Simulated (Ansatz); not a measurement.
# BH2OS− (SMILES [O-]BS): functionals against CCSD(T) at one geometry

One table from this session's results is given with a row withheld; the runs are named, their logs left out.

Method: single points in def2-TZVPPD; program: Ansatz 0.2.0, Gaussian basis.

Correlated methods freeze the cores.

1 further run of the same task is left out (it didn't finish).

## The starting structure

SMILES `[O-]BS`, 5 atoms, charge -1, spin multiplicity 1.

Atoms are counted from 1 here; the program's logs count them from 0.

Bond lengths: O1–B2 1.269 Å, B2–S3 1.975 Å, B2–H4 1.241 Å, S3–H5 1.404 Å. Angles: O1–B2–S3 122.3°, O1–B2–H4 134.6°, S3–B2–H4 102.3°, B2–S3–H5 102.3°.

Coordinates:

```xyz
5

O    -0.6439    0.0089    1.4492
B    -0.5816   -0.3206    0.2254
S     0.8764    0.2898   -0.9589
H    -1.3632   -0.8610   -0.5729
H     1.5758    1.1865   -0.1360
```

Set-up of the first run:

The input, run/in.yaml:

```yaml
crystal:
  periodic: [false, false, false]
  atoms:
    - {symbol: O, position_ang: [-0.643934, 0.008925, 1.449171]}
    - {symbol: B, position_ang: [-0.581593, -0.320579, 0.225381]}
    - {symbol: S, position_ang: [0.876390, 0.289757, -0.958865]}
    - {symbol: H, position_ang: [-1.363175, -0.860992, -0.572855]}
    - {symbol: H, position_ang: [1.575790, 1.186469, -0.136031]}
basis:
  gaussian: {orbitals: "def2-TZVPPD.json"}
total_charge: -1
hamiltonian: {xc: pbe, dispersion: d4}
output: {forces: true}
```

The basis file named in the input lies beside it (Basis Set Exchange, JSON).

On the command line:

```
ansatz run in.yaml --threads 2 --pin off --events-out ev --progress --plain --max-ram 3481MiB
```

Steps of the session up to this table: PBE-D4/def2-TZVPPD; r2SCAN-D4/def2-TZVPPD; PBE0-D4/def2-TZVPPD; wB97M-V/def2-TZVPPD; CCSD(T)/def2-TZVPPD.

One table of the session follows, with a row left open; its other results are not shown here.

```
   method  RMS force component (eV/Å)  angle to CCSD(T) forces (°)
   PBE-D4                           ?                            ?
r2SCAN-D4                       0.522                         16.0
  PBE0-D4                       0.544                         26.2
  wB97M-V                       0.564                         22.8
  CCSD(T)                       0.576                    reference
```

Estimate the missing values for PBE-D4.

The run gave: RMS force component (eV/Å): 0.474; angle to CCSD(T) forces (°): 11.6. In the column «RMS force component (eV/Å)» it is the lowest.
